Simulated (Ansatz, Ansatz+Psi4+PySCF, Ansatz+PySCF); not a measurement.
```xyz
3

N     0.0000    0.0000    0.3454
O     0.0000    1.1641   -0.1519
O     0.0000   -1.1641   -0.1519
```

Basis set: cc-pVTZ (spherical functions). Correlated methods keep 3 orbitals frozen. Correlation on ROHF uses semicanonical orbitals with singles. Charge 0, multiplicity 2.

Computed with Ansatz (development build ahead of 0.2.0); each method stands on the lowest determinant of its kind that the runs found.

The atomization energy at this shape (free ground-state atoms in the same class of orbitals less the molecule, no zero-point energy) of doublet NO2:

| method | atomization energy |
| --- | --- |
| ROHF-CCSD(T) | 8.91 eV |
| UHF-MP2 | 8.45 eV |
| UHF | 1.63 eV |

Question: What does ROHF-MP2 give?

Answer: 10.08 eV. Caution: the shape is not the minimum. Caution for ROHF-CCSD(T), ROHF-MP2: large share of triples, a single reference is doubtful. Caution for ROHF-MP2, UHF-MP2: forces differ strongly between restricted and unrestricted references. Caution for UHF-MP2: another reference gives a lower total. Caution for UHF-MP2, UHF: the determinant breaks the point group; the unrestricted determinant is spin contaminated.
